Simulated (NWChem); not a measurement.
All runs are NWChem calculations. System: chloromethane (CH3Cl), charge 0, spin multiplicity 1, at a geometry optimised with PBE/def2-SVP. Level: HF/6-31G* (spherical d).

Job file:

```
start mol
memory heap 200 mb stack 900 mb global 1100 mb
geometry units angstroms nocenter noautoz
  C     -0.056818    -1.127872     0.000000
  Cl     0.033297     0.660971     0.000000
  H     -0.596686    -1.463483     0.904647
  H     -0.596686    -1.463483    -0.904647
  H      0.968228    -1.542311     0.000000
  symmetry group Cs
end
basis spherical
  * library 6-31g*
end
dft
  xc hfexch
  semidirect memsize 60000000 filesize 0
  iterations 100
end
property
  dipole
  response 1 0.0773
end
task dft property
```

Part of the output:

```
             Northwest Computational Chemistry Package (NWChem) 7.3.0
             --------------------------------------------------------

                                NWChem Input Module
                                -------------------

 Scaling coordinates for geometry "geometry" by  1.889725989
 (inverse scale =  0.529177249)

 Turning off AUTOSYM since
 SYMMETRY directive was detected!

                             Geometry "geometry" -> ""
                             -------------------------

 Output coordinates in angstroms (scale by  1.889725989 to convert to a.u.)

  No.       Tag          Charge          X              Y              Z
 ---- ---------------- ---------- -------------- -------------- --------------
    1 C                    6.0000    -0.05681800    -1.12787200     0.00000000
    2 Cl                  17.0000     0.03329700     0.66097100     0.00000000
    3 H                    1.0000    -0.59668600    -1.46348300     0.90464700
    4 H                    1.0000    -0.59668600    -1.46348300    -0.90464700
    5 H                    1.0000     0.96822800    -1.54231100     0.00000000

 Effective nuclear repulsion energy (a.u.)      50.9037397874

            Nuclear Dipole moment (a.u.)
            ----------------------------
        X                 Y               Z
 ---------------- ---------------- ----------------
    -0.0000056692    -0.0000037795     0.0000000000

      Symmetry information
      --------------------

 Group name             Cs
 Group number              2
 Group order               2
 No. of unique centers     4

      Symmetry unique atoms

     1    2    3    5


 Summary of "ao basis" -> "" (spherical)
 ------------------------------------------------------------------------------
       Tag                 Description            Shells   Functions and Types
 ---------------- ------------------------------  ------  ---------------------
 *                           6-31g*                   on all atoms

  xc_inp: hfexch multiplicative factor not found.
                              NWChem Property Module
[...]
     2   0 2 0    -13.568429    -45.569303    -45.569303     77.570177
     2   0 1 1      0.000000      0.000000      0.000000      0.000000
     2   0 0 2    -14.918392    -10.381706    -10.381706      5.845019

 *** CALLING NEW AORESP DRIVER FOR CLOSED AND OPEN SHELLS ***
 Entering AOResponse driver routine

--------------------------------------------------------------------------------

          ****************
          *** RESPONSE ***
          ****************

 Response module for NWChem and dynamic CPKS solver

          -----------------------------------------------
          Solving response equations for perturbing field
          -----------------------------------------------

 number of frequencies:     1
 frequency in a.u.:  0.7730000E-01
 Perturbing field: electric
 Using El. Dipole Length Gauge

 Setting up CPKS with frequency omega =      0.07730000 a.u.

                            NWChem Dynamic CPHF Module
                            --------------------------

    scftype = RHF
    nclosed =   13
      nopen =    0
  variables =      650
  num. vecs =        3
  tolerance =   1.0D-04
  max. iter =   50

 SCF residual:    4.2748035353768244E-005

Iterative solution of linear equations
  No. of variables      650
  No. of equations        3
  Maximum subspace       30
       Convergence  1.0D-04

 ga_lkain filestub:cphf_sol
 ga_lkain filesoln:./mol.cphf_sol

   iter   nsub   residual    time
   ----  ------  --------  ---------
     1      3    1.11D+00       0.7
     2      6    1.00D+00       1.2
     3      9    1.42D-01       1.6
     4     12    4.00D-02       2.1
     5     15    7.28D-03       2.5
     6     18    1.88D-03       3.0
     7     21    4.14D-04       3.4
     8     24    8.34D-05       3.9

 Electric Dipole Response Matrix (nonzero elements):

              1        2        3
    1   16.6296   0.6162   0.0000
    2    0.6162  28.8297   0.0000
    3    0.0000   0.0000  16.5985

 ------------------------------------------
 average:        20.68592 + I       0.00000

 DFT Linear Response polarizability / au
 Frequency  =       0.0773000 / au
 Wavelength =     589.4353558 / nm
              X              Y              Z
 -----------------------------------------------
 X      16.6295731      0.6161852      0.0000003
 Y       0.6161852     28.8296735      0.0000003
 Z       0.0000003      0.0000003     16.5985008
 -----------------------------------------------
 Eigenvalues =      16.5985307     28.8607160     16.5985008
 Isotropic   =      20.6859158
 Anisotropic =      12.2622002
 -----------------------------------------------

 Magnetic Dipole Response Matrix (nonzero elements):
 Optical rotation tensor Beta

              1        2        3
    1   -0.0000   0.0000   8.9131
    2    0.0000  -0.0000  -0.4490
    3   -8.9130   0.4490   0.0000

 ------------------------------------------
 average:        -0.00000 + I       0.00000

 Exiting AOResponse driver routine

          -------------
          Dipole Moment
          -------------

 Center of charge (in au) is the expansion point
         X =      -0.0000002 Y =      -0.0000001 Z =       0.0000000

   Dipole moment        0.8729292956 A.U.
             DMX       -0.0439190458 DMXEFC        0.0000000000
             DMY       -0.8718237623 DMYEFC        0.0000000000
             DMZ        0.0000000581 DMZEFC        0.0000000000
   -EFC- dipole         0.0000000000 A.U.
   Total dipole         0.8729292956 A.U.

   Dipole moment        2.2187817246 Debye(s)
             DMX       -0.1116319232 DMXEFC        0.0000000000
             DMY       -2.2159717181 DMYEFC        0.0000000000
             DMZ        0.0000001477 DMZEFC        0.0000000000
   -EFC- dipole         0.0000000000 DEBYE(S)
   Total dipole         2.2187817246 DEBYE(S)

 1 a.u. = 2.541766 Debyes

 Task  times  cpu:        3.9s     wall:        3.9s

 Total times  cpu:        3.9s     wall:        3.9s
```
